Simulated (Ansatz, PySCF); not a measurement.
System: ethylene, C$_{2}$H$_{4}$, net charge 0, singlet state. SMILES: C=C
Geometry from a B3LYP-D3(BJ)/def2-TZVP (Ansatz, an electronic-structure program) optimisation:
```xyz
6

C     -0.0012    -0.0058     0.6623
C      0.0012     0.0058    -0.6623
H      0.0167     0.9104     1.2401
H     -0.0212    -0.9321     1.2238
H      0.0212     0.9321    -1.2238
H     -0.0167    -0.9104    -1.2401
```

Wanted: vertical triplet-singlet gap (E(triplet) - E(singlet); each state is the SCF solution reached for its spin), in eV. Cores are frozen in the correlated levels unless marked. Open shells are spin-unrestricted. No spin-orbit coupling. Non-relativistic. CBS marks a two-point X^-3 extrapolation of the correlation energy; Hartree-Fock from the larger set. [CCSD(T)-MP2]/basis is that difference in the basis named.

| level | program | vertical triplet-singlet gap (eV) |
|---|---|---|
| PBE0/def2-TZVPD | Ansatz | 4.34 |
| M06-2X/def2-TZVPD | PySCF | 4.61 |
| B2PLYP/def2-TZVPD | Ansatz | … |
| SCS-MP2/def2-SVPD | Ansatz | 4.72 |
| SCS-MP2/def2-TZVPPD | Ansatz | 4.75 |
| CCSD/def2-TZVPPD | Ansatz | 4.49 |
| RI-MP2/CBS(aug-cc-pVTZ,aug-cc-pVQZ)+[CCSD(T)-MP2]/aug-cc-pVTZ | Ansatz | … |

Problem. Some entries are withheld; supply them.

Solution. 
- B2PLYP/def2-TZVPD, vertical triplet-singlet gap (eV): 4.56
- RI-MP2/CBS(aug-cc-pVTZ,aug-cc-pVQZ)+[CCSD(T)-MP2]/aug-cc-pVTZ, vertical triplet-singlet gap (eV): 4.66
